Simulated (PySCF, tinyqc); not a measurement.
Worked calculation: CIS on RHF in the sto-3g basis, for CH+, spin multiplicity 1. The lowest restricted solution is unstable here: a spin-polarised one lies 0.0142 hartree lower (PySCF). One step of it, computed by the program tinyqc.

Problem. CIS matrix, triplets. A(ia,jb) = (e_a - e_i) d_ij d_ab - (ij|ab).

orbital energies (hartree): MO1 -11.728677, MO2 -1.307037, MO3 -0.881181, MO4 -0.306035, MO5 -0.306035, MO6 0.298516

Two-electron integrals over orbitals (pq|rs), unique and non-zero (hartree):
```
(11|11) 3.512034    (21|11) -0.291378   (21|21) 0.040209    (22|11) 0.755282
(22|21) -0.003466   (22|22) 0.642937    (31|11) 0.198308    (31|21) -0.021338
(31|22) 0.021386    (31|31) 0.028954    (32|11) -0.074651   (32|21) 0.009419
(32|22) 0.063624    (32|31) 0.008760    (32|32) 0.075462    (33|11) 0.797220
(33|21) -0.015955   (33|22) 0.505528    (33|31) -0.008696   (33|32) -0.058424
(33|33) 0.658957    (41|41) 0.021519    (42|41) 0.023312    (42|42) 0.092184
(43|41) -0.015961   (43|42) -0.046389   (43|43) 0.060763    (44|11) 0.852054
(44|21) -0.009136   (44|22) 0.565020    (44|31) 0.005771    (44|32) -0.039460
(44|33) 0.580585    (44|44) 0.672833    (51|51) 0.021519    (52|51) 0.023312
(52|52) 0.092184    (53|51) -0.015961   (53|52) -0.046389   (53|53) 0.060763
(54|54) 0.036269    (55|11) 0.852054    (55|21) -0.009136   (55|22) 0.565020
(55|31) 0.005771    (55|32) -0.039460   (55|33) 0.580585    (55|44) 0.600295
(55|55) 0.672833    (61|11) 0.155530    (61|21) -0.026327   (61|22) -0.010626
(61|31) 0.001228    (61|32) -0.014379   (61|33) 0.021284    (61|44) 0.003705
(61|55) 0.003705    (61|61) 0.026577    (62|11) -0.223611   (62|21) 0.003613
(62|22) -0.054657   (62|31) -0.012360   (62|32) 0.033466    (62|33) -0.046808
(62|44) -0.107816   (62|55) -0.107816   (62|61) 0.005292    (62|62) 0.111176
(63|11) -0.130386   (63|21) 0.004851    (63|22) 0.016103    (63|31) 0.005673
(63|32) 0.057756    (63|33) -0.091598   (63|44) -0.057861   (63|55) -0.057861
(63|61) -0.008474   (63|62) 0.058858    (63|63) 0.081274    (64|41) -0.011700
(64|42) -0.042997   (64|43) 0.009230    (64|64) 0.030274    (65|51) -0.011700
(65|52) -0.042997   (65|53) 0.009230    (65|65) 0.030274    (66|11) 0.711242
(66|21) -0.003489   (66|22) 0.619076    (66|31) 0.018125    (66|32) 0.084437
(66|33) 0.499212    (66|44) 0.511970    (66|55) 0.511970    (66|61) -0.008777
(66|62) 0.016788    (66|63) 0.052061    (66|66) 0.682281
```

Give: CIS matrix A, triplet.

Solution.

CIS matrix A, triplet (hartree), lower triangle:
```
         1>4      1>5      1>6     2>4     2>5      2>6      3>4      3>5
1>4  10.5706
1>5   0.0000  10.5706
1>6   0.0000   0.0000  11.3160
2>4   0.0091   0.0000   0.0000  0.4360
2>5   0.0000   0.0091   0.0000  0.0000  0.4360
2>6   0.0000   0.0000   0.0035  0.0000  0.0000   0.9865
3>4  -0.0058   0.0000   0.0000  0.0395  0.0000   0.0000  -0.0054
3>5   0.0000  -0.0058   0.0000  0.0000  0.0395   0.0000   0.0000  -0.0054
3>6   0.0000   0.0000  -0.0181  0.0000  0.0000  -0.0844   0.0000   0.0000

        3>6
3>6  0.6805
```
